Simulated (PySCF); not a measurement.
## State search for HCl⁺

Unrestricted PBE0; PySCF, no relativity, basis sets H aug-pcseg-1, Cl aug-pcseg-1. Outer shells of the fragments: H 1s1; Cl+ 3s2 3p4.

Followed along the bond (rough minima from three points):

| 2Ms+1 | unpaired | ⟨S²⟩ at the start | R at minimum (Å) | Te (eV) |
| --- | --- | --- | --- | --- |
| 2 | π ↑ | 0.75 | 1.33 | 0.00 |
| 4 | σ ↑, π ↑↑ | 3.75 | none in the scan | ≤ 7.01 |

Solutions found at the starting distance of 1.390 Å, counted from the lowest of them; the search is not exhaustive and high or unbound solutions are not listed, so other states can lie among these:

```tsv
2Ms+1	unpaired	term	E (eV)	⟨S²⟩	⟨Lz²⟩	μ (D)
2	π ↑	²Π	0.00	0.75	1.01	-1.96
2	σ ↑	²Σ⁺	3.63	0.76	0.00	-2.43
4	σ ↑, π ↑↑	⁴Σ⁻	7.75	3.75	0.00	0.62
4	σ ↑↑, π ↑	⁴Π	9.68	3.75	1.01	0.18
```

A term symbol is given only where ⟨S²⟩ and ⟨Lz²⟩ are close to those of a pure state; real π, δ and φ orbitals otherwise mix terms. A positive dipole points towards Cl; it is taken about the centre of mass and depends on that origin.

Counting both spins, an empty level lies below a filled one in some of these solutions, because spin and occupation are held.
